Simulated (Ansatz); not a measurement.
**CH2S (SMILES C=S): one structure at several levels**

An exercise on one series of results from a longer session: the logs are not shown, and one member is left open.

Program: Ansatz 0.2.0, Gaussian basis. Level of theory: single points in def2-TZVPP. These are calculated values, not measurements.

Correlated methods freeze the cores.

**The system as given**

4 atoms, charge 0, spin multiplicity 1.

Atoms are counted from 1 here; the program's logs count them from 0.

Bond lengths: C1–S2 1.541 Å, C1–H3 1.086 Å, C1–H4 1.038 Å. Angles: S2–C1–H3 116.5°, S2–C1–H4 127.1°, H3–C1–H4 116.4°.

As a file:

```xyz
4
charge 0, multiplicity 1
C    -0.0772   -0.0492   -0.0522
S     1.2782    0.4689    0.4680
H    -0.8688   -0.1576    0.6839
H    -0.3050   -0.3424   -1.0210
```

The first run:

The input, run/in.yaml:

```yaml
crystal:
  periodic: [false, false, false]
  atoms:
    - {symbol: C, position_ang: [-0.077200, -0.049200, -0.052200]}
    - {symbol: S, position_ang: [1.278200, 0.468900, 0.468000]}
    - {symbol: H, position_ang: [-0.868800, -0.157600, 0.683900]}
    - {symbol: H, position_ang: [-0.305000, -0.342400, -1.021000]}
basis:
  gaussian: {orbitals: def2-TZVPP}
correlation: {method: ccsd_t}
output: {forces: true}
```

The command line of these runs was not kept.

Steps of the session up to this table: CCSD(T)/def2-TZVPP; PBE0-D4/def2-TZVPP; wB97M-V/def2-TZVPP; r2SCAN-D4/def2-TZVPP; PBE-D4/def2-TZVPP; HSE06-D4/def2-TZVPP; r2SCANh-D4/def2-TZVPP.

One of the session's tables, all rows but one given; the rest of the session is left out.

| method | RMS force component (eV/Å) | angle to CCSD(T) forces (°) | dipole (D) |
| --- | --- | --- | --- |
| CCSD(T) | 1.589 | reference | 1.55 |
| PBE0-D4 | 1.358 | 8.6 | 1.65 |
| wB97M-V | 1.328 | 7.7 | 1.60 |
| r2SCAN-D4 | 1.422 | 6.6 | 1.68 |
| PBE-D4 | 1.533 | 7.5 | 1.55 |
| HSE06-D4 | ? | ? | ? |
| r2SCANh-D4 | 1.370 | 7.4 | 1.70 |

Q: Estimate the row for HSE06-D4 from the others.

The run gave: RMS force component (eV/Å): 1.363; angle to CCSD(T) forces (°): 8.4; dipole (D): 1.65. In the column «RMS force component (eV/Å)» it lies between PBE0-D4 (1.358) and r2SCANh-D4 (1.370).
